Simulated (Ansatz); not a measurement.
# SiH$_{3}$, doublet in cc-pV(T+d)Z: errors against UCCSDT(Q)

Geometry: MP2(full)/6-31G*, from the G2/97 set.

```xyz
4

Si    0.0000    0.0000    0.0437
H     0.0000    1.4133   -0.4057
H     1.2239   -0.7066   -0.4057
H    -1.2239   -0.7066   -0.4057
```

Basis cc-pV(T+d)Z; Ansatz 0.2.0. Correlated methods freeze the noble-gas cores, which leaves 7 electrons in 76 orbitals. R marks a restricted (for open shells ROHF) determinant, U an unrestricted one. Active spaces: valence = (7e, 7o) chosen from the atoms' valence shells.

Full CI isn't at hand for all of this; UCCSDT(Q) serves as the reference, and is uncertain by about the last step of the cluster series. The frozen core follows each run's orbitals, which can shift R against U totals by a few meV.

For open shells CISD is restricted-active-space CI with the open shells as a complete middle space.

The UHF ⟨S²⟩ is 0.755 and the T1 diagnostic (RCCSD) is 0.0195. The largest doubles amplitude (RCCSD) is 0.030. The T1 diagnostic (UCCSD) is 0.0146.

```json
{"level": "RHF", "E − E(UCCSDT(Q)) (kJ/mol)": "389.9", "share of correlation (%)": "0.00", "wall time": "–"}
{"level": "UHF", "E − E(UCCSDT(Q)) (kJ/mol)": "385.6", "share of correlation (%)": "1.10", "wall time": "–"}
{"level": "RMP2", "E − E(UCCSDT(Q)) (kJ/mol)": "80.8", "share of correlation (%)": "79.29", "wall time": "–"}
{"level": "UMP2", "E − E(UCCSDT(Q)) (kJ/mol)": "80.2", "share of correlation (%)": "79.44", "wall time": "–"}
{"level": "CISD", "E − E(UCCSDT(Q)) (kJ/mol)": "27.3", "share of correlation (%)": "92.99", "wall time": "5 s"}
{"level": "RCCSD", "E − E(UCCSDT(Q)) (kJ/mol)": "11.6", "share of correlation (%)": "97.02", "wall time": "–"}
{"level": "UCCSD", "E − E(UCCSDT(Q)) (kJ/mol)": "11.5", "share of correlation (%)": "97.06", "wall time": "–"}
{"level": "RCCSD(T)", "E − E(UCCSDT(Q)) (kJ/mol)": "2.4", "share of correlation (%)": "99.39", "wall time": "12 s"}
{"level": "UCCSD(T)", "E − E(UCCSDT(Q)) (kJ/mol)": "2.3", "share of correlation (%)": "99.41", "wall time": "13 s"}
{"level": "BCCD(T)", "E − E(UCCSDT(Q)) (kJ/mol)": "2.3", "share of correlation (%)": "99.41", "wall time": "5.5 s"}
{"level": "RCCSDT", "E − E(UCCSDT(Q)) (kJ/mol)": "0.3", "share of correlation (%)": "99.92", "wall time": "–"}
{"level": "UCCSDT", "E − E(UCCSDT(Q)) (kJ/mol)": "0.2", "share of correlation (%)": "99.94", "wall time": "–"}
{"level": "RCCSDT(Q)", "E − E(UCCSDT(Q)) (kJ/mol)": "0.1", "share of correlation (%)": "99.98", "wall time": "11 s (H100)"}
{"level": "CASSCF (valence space)", "E − E(UCCSDT(Q)) (kJ/mol)": "278.2", "share of correlation (%)": "28.66", "wall time": "–"}
{"level": "NEVPT2 (valence space)", "E − E(UCCSDT(Q)) (kJ/mol)": "86.9", "share of correlation (%)": "77.70", "wall time": "2.9 s"}
{"level": "MRCISD (valence space)", "E − E(UCCSDT(Q)) (kJ/mol)": "16.8", "share of correlation (%)": "95.70", "wall time": "–"}
{"level": "MRCISD+Q (valence space)", "E − E(UCCSDT(Q)) (kJ/mol)": "2.8", "share of correlation (%)": "99.29", "wall time": "6 s (H100)"}
```

The correlation energy at UCCSDT(Q), counted from RHF, is -4.041 eV. That run took 8 s on 2 threads of AMD EPYC 7R13 with a shared H100 80 GB, shared host.

Times hold each run's SCF and search for its determinant on a shared host, so for small cases they say little of a method's own cost; rows without a card ran on 1 thread of AMD EPYC 7R13.

Natural occupations of CASSCF (valence space) about the gap: 1.986 1.977 1.977 1.001 0.026 0.017 0.017; effectively unpaired electrons, Σ n²(2−n)², 1.01.

Atomization energy (electronic, same basis, no zero-point term; atoms at the same level, unrestricted beside the R rows where the molecule is a closed shell, with restricted open-shell steps beyond CCSDT(Q)) at UCCSDT(Q): 934.0 kJ/mol. Errors of other levels:

```json
{"level": "RHF", "error (kJ/mol)": "-174.4"}
{"level": "UHF", "error (kJ/mol)": "-181.5"}
{"level": "RMP2", "error (kJ/mol)": "-24.0"}
{"level": "UMP2", "error (kJ/mol)": "-23.4"}
{"level": "CISD", "error (kJ/mol)": "-18.4"}
{"level": "RCCSD", "error (kJ/mol)": "-2.4"}
{"level": "UCCSD", "error (kJ/mol)": "-2.8"}
{"level": "RCCSD(T)", "error (kJ/mol)": "-0.1"}
{"level": "UCCSD(T)", "error (kJ/mol)": "-0.1"}
{"level": "BCCD(T)", "error (kJ/mol)": "0.0"}
{"level": "RCCSDT", "error (kJ/mol)": "0.0"}
{"level": "UCCSDT", "error (kJ/mol)": "-0.1"}
{"level": "RCCSDT(Q)", "error (kJ/mol)": "0.0"}
{"level": "CASSCF (valence space)", "error (kJ/mol)": "-97.5"}
{"level": "NEVPT2 (valence space)", "error (kJ/mol)": "-43.3"}
{"level": "MRCISD (valence space)", "error (kJ/mol)": "-8.6"}
{"level": "MRCISD+Q (valence space)", "error (kJ/mol)": "-5.0"}
```

This basis is far from its limit, so the value isn't to be set against a measured one. Truncated CI isn't size-consistent, which counts against it in atomization.
